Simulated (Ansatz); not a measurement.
Basis-set extrapolation for `N=C(F)S` (PBE0-D4/def2-TZVP geometry, frozen core, Ansatz). Multiplicity 1, RHF reference.

```
                      def2-TZVPP   def2-QZVPP
                 HF  -590.525155  -590.545018
    MP2 correlation    -0.780527    -0.844860
CCSD(T) correlation    -0.837180      not run
```

Energies in hartree. Use E(X) = E(∞) + A·exp(−7.88·√X) for Hartree–Fock and E(X) = E(∞) + B·X^(−2.97) for correlation, with X = 3 and 4, and add CCSD(T) minus MP2 of the smaller set to the MP2 limit.

Question: What is the CCSD(T) energy at the basis-set limit?

Answer: HF limit: -590.545018 + (-0.019863) × 0.13774 = -590.54775. MP2 limit: -0.844860 + (-0.064333) × 0.74074 = -0.89251. Higher-order term: -0.837180 − (-0.780527) = -0.05665. Total: -591.49691 hartree, 3.66 eV below CCSD(T)/def2-TZVPP.
